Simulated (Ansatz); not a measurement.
**C₂H₄FN: one species, many methods**

Aim: compute C₂H₄FN with functionals from several rungs and with coupled cluster. The yardstick is the atomisation energy at the CCSD(T) limit.

Program: Ansatz 0.2.0, Gaussian basis. Level of theory: functionals in def2-TZVPP, the program's frozen cores in correlated methods. These are calculated values, not measurements.

Plan: LDA (SPW92), PBE-D4, revPBE-D4, BLYP-D4, r2SCAN-D4, B97M-V, PBE0-D4, B3LYP-D4, r2SCANh-D4, r2SCAN0-D4, HSE06-D4, BHLYP-D4, CAM-B3LYP-D4, LC-ωPBE, ωB97X-V, ωB97M-V, B2PLYP, PBE-QIDH; CCSD(T)/def2-SVP; CCSD(T)/def2-TZVPP; MP2/def2-QZVPP; extrapolation to the limit; RPA on PBE.

1 further run of the same task is left out (it didn't finish).

### 1 Structure used throughout

All runs share one geometry, relaxed beforehand with PBE0-D4 in a triple-zeta def2 set.

SMILES `CC(=N)F`, 8 atoms, charge 0, spin multiplicity 1.

Atoms are counted from 1 here; the program's logs count them from 0.

Bond lengths: C1–C2 1.488 Å, C1–H5 1.088 Å, C1–H6 1.092 Å, C1–H7 1.092 Å, C2–N3 1.247 Å, C2–F4 1.341 Å, N3–H8 1.015 Å. Angles: C2–C1–H5 111.2°, C2–C1–H6 109.7°, C2–C1–H7 109.7°, H5–C1–H6 109.4°, H5–C1–H7 109.4°, H6–C1–H7 107.3°, C1–C2–N3 132.0°, C1–C2–F4 110.6°, N3–C2–F4 117.4°, C2–N3–H8 110.7°.

### 2 LDA

This LDA is Slater exchange with PW92 correlation.

in.yaml

```yaml
crystal:
  periodic: [false, false, false]
  atoms:
    - {symbol: C, position_ang: [-0.246744, 0.732412, -0.287282]}
    - {symbol: C, position_ang: [0.491441, -0.429375, 0.278409]}
    - {symbol: N, position_ang: [0.166295, -1.620854, 0.450446]}
    - {symbol: F, position_ang: [1.725795, -0.065302, 0.654014]}
    - {symbol: H, position_ang: [-1.250547, 0.447964, -0.597181]}
    - {symbol: H, position_ang: [-0.308720, 1.527713, 0.458869]}
    - {symbol: H, position_ang: [0.298437, 1.132696, -1.144958]}
    - {symbol: H, position_ang: [-0.783858, -1.782254, 0.131984]}
basis:
  gaussian: {orbitals: def2-TZVPP}
hamiltonian: {xc: lda}
output: {orbitals: {seedname: orbitals}}
```

The run is started by

```sh
> ansatz run in.yaml --threads 2 --pin off --events-out ev --progress --plain --max-ram 4352MiB
```

Further steps of the session: PBE-D4 (GGA); revPBE-D4 (GGA); BLYP-D4 (GGA); r2SCAN-D4 (meta-GGA); B97M-V (meta-GGA); B3LYP-D4 (hybrid); r2SCANh-D4 (hybrid); r2SCAN0-D4 (hybrid); HSE06-D4 (hybrid); BHLYP-D4 (hybrid); CAM-B3LYP-D4 (range-separated); LC-ωPBE (range-separated); ωB97X-V (range-separated); ωB97M-V (range-separated); B2PLYP (double hybrid); PBE-QIDH (double hybrid); CCSD(T) in def2-SVP; CCSD(T) in def2-TZVPP; MP2 in def2-QZVPP; RPA on PBE orbitals.

**Question.** What will the summary of the whole plan be? Wanted: atomisation energy, CCSD(T)/CBS; farthest beyond LDA; mean size of error, GGA; mean size of error, meta-GGA; mean size of error, hybrid; mean size of error, range-separated; mean size of error, double hybrid; gap, smallest and largest; T1 diagnostic.

The runs gave:

| quantity | value |
| --- | --- |
| atomisation energy, CCSD(T)/CBS | 32.880 eV |
| functionals within 0.164 eV (0.5 %) | r2SCAN-D4, B97M-V, r2SCANh-D4, LC-ωPBE |
| farthest beyond LDA | PBE-D4 (+1.281 eV) |
| mean size of error, GGA | 0.662 eV |
| mean size of error, meta-GGA | 0.134 eV |
| mean size of error, hybrid | 0.464 eV |
| mean size of error, range-separated | 0.229 eV |
| mean size of error, double hybrid | 0.175 eV |
| gap, smallest and largest | 5.78 eV (LDA (SPW92)), 13.99 eV (LC-ωPBE) |
| T1 diagnostic | 0.0124 |
| triples share of the correlation energy | 3.8 % |

**Reading.** The LDA atomisation energy is off by 5.610 eV (17 %): it overbinds. PBE-D4 misses by +1.281 eV. Double hybrids carry the basis error of their MP2 part in triple zeta, and no dispersion term here, so their miss is partly the set-up's. Taken by rung, meta-GGA functionals do best (0.134 eV on average) and GGA ones worst beyond LDA (0.662 eV). The gap between the best rungs is small, so their order is not settled. The reference freezes the cores and leaves out relativity and excitations past (T), so misses under about 0.164 eV can't be ranked. Hartree-Fock recovers 70 % of the binding; the rest is correlation. CCSD(T) in def2-SVP is off by -1.691 eV, worse than the median functional, from the basis alone. Orbital gaps span 5.8 to 14.0 eV; exact exchange widens them.
